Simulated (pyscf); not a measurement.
Single points on ωB97X-D3(BJ)/def2-SVP structures (PySCF, gas phase). MP2 and CC: frozen core, UHF for open shells. ΔMP2 is the change of the MP2 total energy from the triple- to the quadruple-zeta basis.

Task: What is the homolytic dissociation enthalpy (298 K, CCSD(T)/def2-TZVPP + ΔMP2(QZVPP)) of the B–Si bond of `[O]=[B][SiH3]`, to [B=O]• + SiH₃•?

Result: B–Si to [B=O]• + SiH₃•: 4.22 eV. The radicals are drawn with the spin at the cut bond; how far it spreads was not checked. The CCSD(T) − MP2 part came from Ansatz, without density fitting, on the same reference.
